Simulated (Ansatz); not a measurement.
Steps of a relaxation of `Cc1ccc(O)cc1` with RKS PBE0-D4/def2-TZVP.

```sh
$ ansatz run in.yaml --threads 2 --pin off --events-out ev --progress --plain --max-ram 32768MiB --backend cuda --devices 0, --max-vram 18GiB
```

```yaml
crystal:
  periodic: [false, false, false]
  atoms:
    - {symbol: C, position_ang: [0.842301, -2.345709, 0.204481]}
    - {symbol: C, position_ang: [0.354465, -0.921286, 0.106374]}
    - {symbol: C, position_ang: [1.237091, 0.167393, 0.273474]}
    - {symbol: C, position_ang: [0.805391, 1.492619, 0.153855]}
    - {symbol: C, position_ang: [-0.544335, 1.768787, -0.140111]}
    - {symbol: O, position_ang: [-0.921112, 3.074916, -0.246992]}
    - {symbol: C, position_ang: [-1.442130, 0.697210, -0.305715]}
    - {symbol: C, position_ang: [-0.991640, -0.625068, -0.181860]}
    - {symbol: H, position_ang: [1.646223, -2.451012, 0.960591]}
    - {symbol: H, position_ang: [1.260677, -2.700705, -0.762784]}
    - {symbol: H, position_ang: [0.023858, -3.040359, 0.479262]}
    - {symbol: H, position_ang: [2.296013, -0.028912, 0.506979]}
    - {symbol: H, position_ang: [1.499473, 2.334983, 0.288643]}
    - {symbol: H, position_ang: [-1.874262, 3.102629, -0.450452]}
    - {symbol: H, position_ang: [-2.503055, 0.900586, -0.529235]}
    - {symbol: H, position_ang: [-1.711858, -1.448773, -0.312111]}
basis:
  gaussian: {orbitals: def2-TZVP}
hamiltonian: {xc: pbe0, dispersion: d4}
relax: {f_tol: 0.005, max_steps: 150}
```

Positions (Å) and forces (eV/Å) along the path, 9 of 35 steps:

```xyz
16
step=1 energy=-9429.2382 eV
C     0.842   -2.346    0.204    0.110   -0.254   -0.018
C     0.354   -0.921    0.106   -0.200    0.519   -0.058
C     1.237    0.167    0.273   -0.261   -0.010   -0.052
C     0.805    1.493    0.154   -0.282   -0.090   -0.056
C    -0.544    1.769   -0.140    0.267   -0.675    0.067
O    -0.921    3.075   -0.247   -0.594   -0.358   -0.116
C    -1.442    0.697   -0.306    0.265    0.098    0.057
C    -0.992   -0.625   -0.182    0.244    0.139    0.051
H     1.646   -2.451    0.961   -0.401    0.079   -0.348
H     1.261   -2.701   -0.763   -0.214    0.201    0.458
H     0.024   -3.040    0.479    0.374    0.364   -0.122
H     2.296   -0.029    0.507   -0.545    0.102   -0.121
H     1.499    2.335    0.289   -0.338   -0.446   -0.065
H    -1.874    3.103   -0.450    0.661    0.018    0.141
H    -2.503    0.901   -0.529    0.538   -0.113    0.114
H    -1.712   -1.449   -0.312    0.374    0.425    0.067
16
step=4 energy=-9429.3291 eV
C     0.835   -2.324    0.202   -0.002    0.008    0.002
C     0.350   -0.909    0.103   -0.001   -0.006    0.004
C     1.222    0.165    0.267    0.000    0.001   -0.003
C     0.795    1.475    0.149   -0.001   -0.006    0.000
C    -0.537    1.742   -0.139   -0.001    0.013    0.000
O    -0.914    3.042   -0.243   -0.008   -0.005   -0.003
C    -1.426    0.688   -0.301    0.001    0.000    0.001
C    -0.979   -0.619   -0.179    0.002   -0.002   -0.001
H     1.616   -2.425    0.959    0.000    0.001   -0.001
H     1.257   -2.667   -0.748    0.001   -0.003    0.000
H     0.023   -3.004    0.464   -0.001   -0.002   -0.003
H     2.266   -0.028    0.495    0.000   -0.001    0.000
H     1.481    2.303    0.281    0.000    0.000    0.000
H    -1.854    3.083   -0.442    0.010    0.001    0.002
H    -2.471    0.887   -0.520   -0.002   -0.001    0.001
H    -1.687   -1.432   -0.306    0.002    0.000    0.000
16
step=10 energy=-9429.3292 eV
C     0.835   -2.324    0.204    0.000   -0.002    0.000
C     0.350   -0.909    0.102    0.001    0.000    0.000
C     1.224    0.164    0.257    0.001   -0.001    0.000
C     0.797    1.474    0.139    0.000    0.002    0.000
C    -0.538    1.742   -0.139   -0.002   -0.001    0.001
O    -0.914    3.043   -0.243    0.001   -0.001    0.000
C    -1.428    0.688   -0.294    0.001    0.002    0.000
C    -0.981   -0.619   -0.172   -0.001   -0.001    0.000
H     1.574   -2.435    1.001   -0.001    0.000    0.000
H     1.311   -2.649   -0.727    0.000    0.001    0.000
H     0.013   -3.012    0.408    0.001    0.001   -0.001
H     2.269   -0.029    0.478    0.000    0.000    0.000
H     1.484    2.302    0.265    0.000    0.000    0.000
H    -1.855    3.084   -0.435    0.000    0.000    0.000
H    -2.474    0.888   -0.506    0.000    0.000    0.000
H    -1.690   -1.431   -0.293    0.000    0.000    0.000
16
step=14 energy=-9429.3293 eV rejected
C     0.835   -2.324    0.205    0.011   -0.027    0.002
C     0.349   -0.910    0.100    0.001   -0.001   -0.008
C     1.226    0.164    0.244   -0.001    0.001    0.004
C     0.799    1.474    0.128    0.001    0.000   -0.007
C    -0.538    1.742   -0.140   -0.001    0.005    0.013
O    -0.914    3.043   -0.244   -0.004   -0.010   -0.004
C    -1.430    0.689   -0.284    0.001   -0.001   -0.003
C    -0.983   -0.619   -0.164    0.001    0.001    0.003
H     1.517   -2.450    1.051   -0.023    0.000   -0.029
H     1.378   -2.626   -0.697   -0.018    0.007    0.033
H     0.003   -3.019    0.337    0.029    0.019   -0.004
H     2.273   -0.030    0.456    0.000    0.000    0.000
H     1.488    2.302    0.244    0.000    0.000    0.000
H    -1.857    3.083   -0.426    0.003    0.007    0.000
H    -2.478    0.889   -0.487    0.001   -0.001   -0.002
H    -1.694   -1.431   -0.277    0.000    0.000    0.002
16
step=21 energy=-9429.3295 eV
C     0.835   -2.324    0.206    0.003   -0.005    0.001
C     0.350   -0.910    0.098    0.001    0.003   -0.001
C     1.228    0.164    0.236    0.000   -0.002   -0.001
C     0.800    1.473    0.121    0.000   -0.001   -0.002
C    -0.538    1.741   -0.140    0.007    0.000    0.003
O    -0.914    3.043   -0.243   -0.004    0.003   -0.001
C    -1.431    0.689   -0.278   -0.002    0.001    0.000
C    -0.983   -0.619   -0.159   -0.002   -0.001   -0.001
H     1.482   -2.458    1.077   -0.003    0.000   -0.003
H     1.415   -2.614   -0.676   -0.002    0.002    0.004
H     0.001   -3.022    0.296    0.004    0.001    0.000
H     2.276   -0.030    0.442    0.000   -0.001    0.001
H     1.490    2.301    0.232   -0.001    0.001    0.000
H    -1.857    3.086   -0.421    0.000   -0.001    0.000
H    -2.480    0.888   -0.477    0.000    0.000   -0.001
H    -1.695   -1.431   -0.268   -0.001    0.000    0.001
16
step=29 energy=-9429.3295 eV rejected
C     0.835   -2.323    0.208    0.011   -0.026    0.003
C     0.349   -0.910    0.093    0.002   -0.003    0.000
C     1.231    0.163    0.217    0.001    0.001    0.001
C     0.803    1.472    0.104   -0.001    0.000    0.001
C    -0.538    1.742   -0.139   -0.004    0.004   -0.003
O    -0.914    3.043   -0.242   -0.001   -0.010    0.001
C    -1.434    0.690   -0.264    0.001    0.001    0.000
C    -0.986   -0.619   -0.148    0.002    0.001    0.001
H     1.392   -2.480    1.137   -0.021    0.002   -0.037
H     1.504   -2.584   -0.619   -0.025    0.005    0.033
H     0.002   -3.029    0.195    0.033    0.021    0.001
H     2.282   -0.032    0.407   -0.001    0.000    0.000
H     1.496    2.300    0.202    0.000   -0.001    0.000
H    -1.860    3.084   -0.408    0.002    0.005    0.000
H    -2.485    0.890   -0.452    0.000   -0.001    0.000
H    -1.700   -1.430   -0.247    0.000    0.000    0.000
16
step=31 energy=-9429.3295 eV
C     0.835   -2.323    0.208    0.004   -0.009    0.001
C     0.350   -0.910    0.094    0.000   -0.002    0.000
C     1.230    0.163    0.219    0.001    0.001   -0.004
C     0.803    1.473    0.105    0.000   -0.001    0.002
C    -0.538    1.742   -0.139   -0.002    0.003   -0.002
O    -0.914    3.043   -0.242   -0.001   -0.006    0.001
C    -1.434    0.690   -0.265    0.000    0.001    0.002
C    -0.986   -0.619   -0.148    0.002    0.000   -0.002
H     1.400   -2.478    1.131   -0.007    0.001   -0.012
H     1.496   -2.586   -0.624   -0.008    0.002    0.011
H     0.002   -3.029    0.204    0.011    0.007    0.000
H     2.281   -0.031    0.410    0.000    0.000    0.002
H     1.495    2.300    0.205    0.000    0.000    0.000
H    -1.859    3.085   -0.409    0.001    0.003    0.000
H    -2.485    0.890   -0.454    0.000   -0.001    0.000
H    -1.699   -1.430   -0.249    0.000    0.000    0.001
16
step=32 energy=-9429.3295 eV
C     0.835   -2.323    0.208    0.005   -0.010    0.000
C     0.350   -0.910    0.093    0.000   -0.002   -0.001
C     1.231    0.163    0.216    0.000    0.001    0.003
C     0.803    1.472    0.104    0.001   -0.001   -0.003
C    -0.538    1.741   -0.139   -0.002    0.003    0.002
O    -0.914    3.043   -0.242   -0.001   -0.006    0.000
C    -1.434    0.690   -0.264    0.002    0.001   -0.006
C    -0.986   -0.619   -0.148    0.001    0.000    0.006
H     1.392   -2.480    1.136   -0.008    0.001   -0.013
H     1.504   -2.584   -0.618   -0.009    0.002    0.013
H     0.002   -3.029    0.195    0.012    0.008    0.000
H     2.282   -0.031    0.408    0.000    0.000   -0.002
H     1.496    2.300    0.202    0.000    0.000    0.001
H    -1.860    3.085   -0.408    0.001    0.003    0.000
H    -2.485    0.890   -0.452    0.000   -0.001    0.002
H    -1.700   -1.430   -0.246    0.001    0.000   -0.002
16
step=35 energy=-9429.3296 eV
C     0.835   -2.324    0.208    0.001   -0.002   -0.001
C     0.350   -0.910    0.093   -0.001    0.000   -0.001
C     1.231    0.163    0.214    0.000    0.001   -0.001
C     0.803    1.472    0.102    0.001   -0.001    0.001
C    -0.539    1.741   -0.139    0.000    0.000   -0.001
O    -0.914    3.043   -0.242    0.000   -0.001    0.000
C    -1.434    0.690   -0.262    0.000    0.000    0.001
C    -0.986   -0.619   -0.146    0.001   -0.001   -0.001
H     1.381   -2.483    1.142   -0.001    0.000   -0.001
H     1.514   -2.581   -0.610   -0.001    0.001    0.002
H     0.003   -3.030    0.183    0.001    0.001    0.000
H     2.282   -0.031    0.403    0.000    0.000    0.000
H     1.496    2.300    0.198    0.000    0.000    0.000
H    -1.860    3.086   -0.406    0.000    0.000    0.000
H    -2.486    0.890   -0.449    0.000    0.000    0.000
H    -1.700   -1.430   -0.245    0.000    0.000    0.001
```

Hardware: 2 threads of an AMD EPYC 7R13 on a shared host and a share of an NVIDIA H100 80 GB. Wall time 72 s, peak host memory 0.91 GiB.
